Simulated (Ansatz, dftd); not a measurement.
Species: CH₂O, charge 0, singlet. CH2O (SMILES O=C).
B3LYP-D3(BJ)/def2-TZVP minimum from Ansatz (a program for electronic structure):
```
C
O 1 1.1989
H 1 1.1075 2 122.05
H 1 1.1075 3 115.91 2 180.00
```

Property: atomisation energy (electronic, to ground-state atoms), in kJ/mol. Radicals and triplets start from unrestricted determinants; spin-orbit coupling is neglected. Correlated methods leave the cores frozen. Rows without X2C or -DK are non-relativistic. CBS(X,Y): correlation extrapolated as X^-3, Hartree-Fock from the larger set (Q,5: extrapolated as (X+1)exp(-9√X)). A bracket is a step between two methods taken in the basis named. Functionals run without relativity, which enters their misses. 'core' is core correlation in cc-pwCVTZ, 'X2C' scalar relativity in cc-pVTZ-DK, both at CCSD(T). For partners of very few electrons the exact lower level stands in for a higher one.

Compared with CCSD(T)/CBS(cc-pVQZ,cc-pV5Z) + [CCSDT(Q) - CCSD(T)]/cc-pVQZ + [CCSDTQ - CCSDT(Q)]/cc-pVDZ + core + X2C (Ansatz): 1565.8 kJ/mol.

Costs are rough ratios of core time, to one figure, on one kind of shared machine, summed over the single points of the molecules; atoms, geometries and frequencies are left out. The first row took roughly 2 core seconds; short runs hold start-up time.

| level | program | cost relative to the first row | difference (kJ/mol) |
|---|---|---|---|
| r2SCANh-D4/def2-TZVPD | Ansatz + dftd4 | 1 | -23.5 |
| CAM-B3LYP/def2-TZVPD | Ansatz | 1 | -0.6 |
| wB97M-V/def2-TZVPD | Ansatz | 2 | -1.1 |
| CCSD(T)/CBS(cc-pVTZ,cc-pVQZ) + core + X2C | Ansatz | 30 | 0.0 |
| CCSDT(Q)/cc-pVTZ | Ansatz | 90 | -43.9 |
| CCSDT(Q)/cc-pVQZ | Ansatz | 800 | -19.0 |

The dearest row costs roughly 800 times the first. Costs within a factor of two don't rank. The table holds for this case alone.
